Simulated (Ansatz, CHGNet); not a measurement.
For zinc-blende InSb, the machine-learned potential CHGNet-r²SCAN (trained on r²SCAN data) gives:

```
Quantity                                 Result
-------------------------------  --------------
equilibrium lattice constant a          6.561 Å
zone-centre TO phonon frequency         61 cm⁻¹
enthalpy of formation            -0.250 eV/atom
```

Q: What does PBE0 (Ansatz, a program for electronic structure, plane waves, PAW) give for the same quantities?

A: 
- lattice constant a: 6.538 Å (shrinks by 0.4 %)
- zone-centre TO phonon frequency: 179 cm⁻¹ (rises by 190 %)
- formation enthalpy: -0.249 eV/atom (moves by +0.001 eV/atom)

For comparison: lattice constant a 6.468 Å (measured, static lattice: zero-point anharmonic expansion removed; as tabulated in Mejia-Rodriguez and Trickey (2018), arXiv:1807.09216); zone-centre TO phonon frequency 180 cm⁻¹ (measured, room temperature, no zero-point or thermal correction, our sources range from 180 to 185; as tabulated in arXiv:1704.04770); formation enthalpy -0.16 eV/atom (measured, 298 K, not corrected to a static lattice; as tabulated in Zhang et al. (2018), doi:10.1038/s41524-018-0065-z).

Changes are worked out from the printed values.

Unless a cell is named, each level is at its own relaxed cell (CHGNet-r²SCAN 35.30, PBE0 34.93 Å³/atom).

Levels without +SOC leave out spin–orbit coupling, which shifts energies and cells of such heavy elements.

Ansatz's density-functional and Hartree–Fock values are scalar-relativistic unless marked +SOC, with PAW data made under PBE.
